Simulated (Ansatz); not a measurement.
## Which isomer of CH3AlS gives these data?

These gas-phase data were calculated for one isomer of CH3AlS at B3LYP-D4/def2-TZVP (harmonic, unscaled wavenumbers; equilibrium rotational constants with average atomic masses):

| Quantity | Value |
| --- | --- |
| rotational constants | 14.98, 4.764, 3.699 GHz |
| all wavenumbers above 1500 cm⁻¹ | 3142, 3098, 2999 |

Candidates:

(1) `C[S][Al]`, a singlet
(2) `[CH2]1[AlH][S]1`, a singlet

Problem. Assign the data to one candidate and say why.

Solution. Candidate (1). No mode falls between 1700 and 2050 cm⁻¹, where the Al–H stretch of (2) would stand.

The same quantities for all candidates:

```tsv
	rotational constants (GHz)	wavenumbers above 1500 cm⁻¹	E above the lowest, B3LYP-D4/def2-TZVP (kcal/mol)
(1)	14.98, 4.764, 3.699	3142, 3098, 2999	0.0
(2)	14.04, 6.845, 4.741	3164, 3096, 2003	16.8
```

Programs: Ansatz 0.2.0.
